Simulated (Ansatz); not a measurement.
Reaction (SMILES): N (NH3) → NH3+ (doublet, bonded as N) + e-
B3LYP-D3(BJ)/def2-TZVP geometries, fixed; electronic energies without zero-point terms.
Largest species:
```
N
H 1 1.0136
H 1 1.0136 2 107.33
H 1 1.0136 2 107.33 3 -115.09
```

Energies in hartree at PBE with Ansatz (a quantum-chemistry and plane-wave program); the adiabatic ionisation energy is their sum with the coefficients shown, times 27.2114 eV a hartree. All functions are spherical. Open shells are unrestricted. No added dispersion term, no relativity.

```
species                      coefficient  part    cc-pVDZ    cc-pVTZ    cc-pVQZ
---------------------------  -----------  ----  ---------  ---------  ---------
N (NH3)                               -1   PBE  -56.47629  -56.50652  -56.51350
NH3+ (doublet, bonded as N)           +1   PBE  -56.11390  -56.13593  -56.14026
```

Q: Predict the adiabatic ionisation energy in cc-pV5Z (X = 5): let each PBE step shrink by the ratio of the last two. Compare with the run.

A: 
- N (NH3): steps -0.03023 and -0.00698, ratio 0.231, so PBE -56.51511 (run: -56.51650).
- NH3+ (doublet, bonded as N): steps -0.02203 and -0.00433, ratio 0.197, so PBE -56.14111 (run: -56.14173).
Predicted 10.177 eV; the run in cc-pV5Z gives 10.198, a miss of -0.021. Keeping the value in cc-pVQZ, 10.156, would miss by -0.042. All sums are of the energies as printed.
